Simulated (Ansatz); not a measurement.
**C₆H₁₂: up Jacob's ladder to CCSD(T)**

How much do the methods differ for C₆H₁₂? The plan is to run it at one geometry with functionals of several rungs and with coupled cluster, and see how far each lands from CCSD(T) at the basis-set limit for the atomisation energy.

The runs use Ansatz 0.2.0, Gaussian basis; functionals in def2-TZVPP, the program's frozen cores in correlated methods.

The runs, in order: LDA (SPW92), PBE-D4, revPBE-D4, BLYP-D4, r2SCAN-D4, B97M-V, PBE0-D4, B3LYP-D4, r2SCANh-D4, r2SCAN0-D4, HSE06-D4, BHLYP-D4, CAM-B3LYP-D4, LC-ωPBE, ωB97X-V, ωB97M-V, B2PLYP, PBE-QIDH; CCSD(T)/def2-SVP; CCSD(T)/def2-TZVPP; MP2/def2-QZVPP; extrapolation to the limit; RPA on PBE.

## (1) Structure used throughout

All runs share one geometry, relaxed beforehand with PBE0-D4 in a triple-zeta def2 set.

18 atoms, charge 0, spin multiplicity 1.

Atoms are counted from 1 here; the program's logs count them from 0.

Bond lengths: C1–C2 1.502 Å, C1–H7 1.091 Å, C1–H8 1.095 Å, C1–H9 1.096 Å, C2–C3 1.502 Å, C2–C4 1.339 Å, C3–H10 1.096 Å, C3–H11 1.096 Å, C3–H12 1.091 Å, C4–C5 1.502 Å, C4–C6 1.502 Å, C5–H13 1.096 Å, C5–H14 1.096 Å, C5–H15 1.091 Å, C6–H16 1.091 Å, C6–H17 1.096 Å, C6–H18 1.095 Å. Angles: C2–C1–H7 111.6°, C2–C1–H8 111.8°, C2–C1–H9 111.8°, H7–C1–H8 107.5°, H7–C1–H9 107.5°, H8–C1–H9 106.3°, C1–C2–C3 118.2°, C1–C2–C4 120.9°, C3–C2–C4 120.9°, C2–C3–H10 111.8°, C2–C3–H11 111.8°, C2–C3–H12 111.6°, H10–C3–H11 106.3°, H10–C3–H12 107.5°, H11–C3–H12 107.5°, C2–C4–C5 120.9°, C2–C4–C6 120.9°, C5–C4–C6 118.2° and more.

## (2) LDA

This LDA is Slater exchange with PW92 correlation.

in.yaml reads:

```yaml
crystal:
  periodic: [false, false, false]
  atoms:
    - {symbol: C, position_ang: [0.488967, -1.566341, 1.021714]}
    - {symbol: C, position_ang: [0.480939, -0.465550, -0.000254]}
    - {symbol: C, position_ang: [1.583599, -0.434137, -1.019758]}
    - {symbol: C, position_ang: [-0.482544, 0.463891, -0.001453]}
    - {symbol: C, position_ang: [-0.489249, 1.565942, -1.022075]}
    - {symbol: C, position_ang: [-1.583764, 0.434081, 1.019646]}
    - {symbol: H, position_ang: [1.330569, -2.244419, 0.876026]}
    - {symbol: H, position_ang: [-0.427901, -2.164543, 0.981876]}
    - {symbol: H, position_ang: [0.555256, -1.172637, 2.042026]}
    - {symbol: H, position_ang: [2.150993, 0.501959, -0.975881]}
    - {symbol: H, position_ang: [1.194592, -0.510412, -2.041147]}
    - {symbol: H, position_ang: [2.288916, -1.253190, -0.874889]}
    - {symbol: H, position_ang: [0.418671, 2.176642, -0.966453]}
    - {symbol: H, position_ang: [-0.533516, 1.173090, -2.043770]}
    - {symbol: H, position_ang: [-1.342056, 2.232483, -0.888846]}
    - {symbol: H, position_ang: [-2.294048, 1.247819, 0.869191]}
    - {symbol: H, position_ang: [-1.193880, 0.521000, 2.039909]}
    - {symbol: H, position_ang: [-2.145567, -0.505667, 0.984146]}
basis:
  gaussian: {orbitals: def2-TZVPP}
hamiltonian: {xc: lda}
output: {orbitals: {seedname: orbitals}}
```

Run with:

```sh
$ ansatz run in.yaml --threads 2 --pin off --events-out ev --progress --plain --max-ram 22528MiB --backend cuda --devices 0, --max-vram 18GiB
```

The runs that follow: PBE-D4 (GGA); revPBE-D4 (GGA); BLYP-D4 (GGA); r2SCAN-D4 (meta-GGA); B97M-V (meta-GGA); B3LYP-D4 (hybrid); r2SCANh-D4 (hybrid); r2SCAN0-D4 (hybrid); HSE06-D4 (hybrid); BHLYP-D4 (hybrid); CAM-B3LYP-D4 (range-separated); LC-ωPBE (range-separated); ωB97X-V (range-separated); ωB97M-V (range-separated); B2PLYP (double hybrid); PBE-QIDH (double hybrid); CCSD(T) in def2-SVP; CCSD(T) in def2-TZVPP; MP2 in def2-QZVPP; RPA on PBE orbitals.

**Question.** What will the summary of the whole plan be? Wanted: atomisation energy, CCSD(T)/CBS; farthest beyond LDA; mean size of error, GGA; mean size of error, meta-GGA; mean size of error, hybrid; mean size of error, range-separated; mean size of error, double hybrid; gap, smallest and largest; T1 diagnostic.

**Answer**, as computed:

| quantity | value |
| --- | --- |
| atomisation energy, CCSD(T)/CBS | 7295.8 kJ/mol |
| functionals within 36.5 kJ/mol (0.5 %) | revPBE-D4, BLYP-D4, r2SCAN-D4, B97M-V, B3LYP-D4, r2SCANh-D4, LC-ωPBE, ωB97X-V, ωB97M-V, PBE-QIDH |
| farthest beyond LDA | PBE-D4 (+152.2 kJ/mol) |
| mean size of error, GGA | 58.2 kJ/mol |
| mean size of error, meta-GGA | 25.0 kJ/mol |
| mean size of error, hybrid | 56.5 kJ/mol |
| mean size of error, range-separated | 18.9 kJ/mol |
| mean size of error, double hybrid | 31.7 kJ/mol |
| gap, smallest and largest | 4.78 eV (LDA (SPW92)), 11.83 eV (LC-ωPBE) |
| T1 diagnostic | 0.0093 |
| triples share of the correlation energy | 4.0 % |

What this shows: The LDA atomisation energy is off by 980.4 kJ/mol (13 %): it overbinds. PBE-D4 is off by +152.2 kJ/mol. Double hybrids carry the basis error of their MP2 part in triple zeta, and no dispersion term here, so their miss is partly the set-up's. The rungs range-separated, meta-GGA, double hybrid miss on average by less than the doubt on the reference (36.5 kJ/mol), so they tie. Misses under about 36.5 kJ/mol are within the doubt on the reference itself, which lacks core-valence correlation, relativity and higher excitations. Hartree-Fock recovers 76 % of the binding; the rest is correlation. CCSD(T) in def2-SVP is off by -248.9 kJ/mol, so the small basis spoils what the method gains. The gap grows from 4.8 to 11.8 eV across the functionals, mostly with the share of exact exchange. The restricted reference is unstable towards a spin-broken one.
